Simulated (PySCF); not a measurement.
Species, as SMILES: C (CH4).
Geometry (B3LYP-D3(BJ)/def2-TZVP, fixed):
```
C
H 1 1.0892
H 1 1.0892 2 109.47
H 1 1.0892 2 109.47 3 120.00
H 1 1.0892 2 109.47 3 -120.00
```

Basis-set convergence of the mean static polarisability at PBE with PySCF. All functions are spherical. Density fitting with generated auxiliary sets. No added dispersion term, no relativity. Reference: the value in d-aug-cc-pVTZ, 17.53 bohr³, itself unsure by roughly 0.3 % (its mean distance from aug-cc-pVQZ, aug-pcseg-2, aug-cc-pVTZ). Deviations are taken from unrounded values.

| basis | functions | mean static polarisability (bohr³) | minus reference (%) |
|---|---|---|---|
| pcseg-1 | 34 | 13.01 | -25.7 |
| aug-pcseg-1 | 59 | 17.16 | -2.1 |
| pcseg-2 | 86 | 15.72 | -10.3 |
| aug-pcseg-2 | 138 | 17.43 | -0.5 |
| pcseg-3 | 192 | 17.13 | -2.3 |

The smallest set listed that lies within 5 % of the reference with all its larger relatives (same family, alike in diffuse functions; a set with none counts only in the reference's own line) is aug-pcseg-1 (59 functions, -2.1 % off). Inside, with no larger relative to test it: pcseg-3.
